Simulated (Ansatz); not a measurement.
**Diamond**

Computed with r²SCAN (Ansatz, a first-principles code, plane waves, PAW).

Run with plane-wave cutoff 500 eV, 10×10×1 k mesh (along the axes of the cell as run), gaussian smearing 0.02 eV, scalar-relativistic PAW data made under PBE.

Cell: relaxed at this level.

surface energy of the (100) face: 9.04 J/m²

The slab of 16 atoms is relaxed and unreconstructed.

Computed values are for the static lattice.

Computing time: around 4 core-minutes (rough).
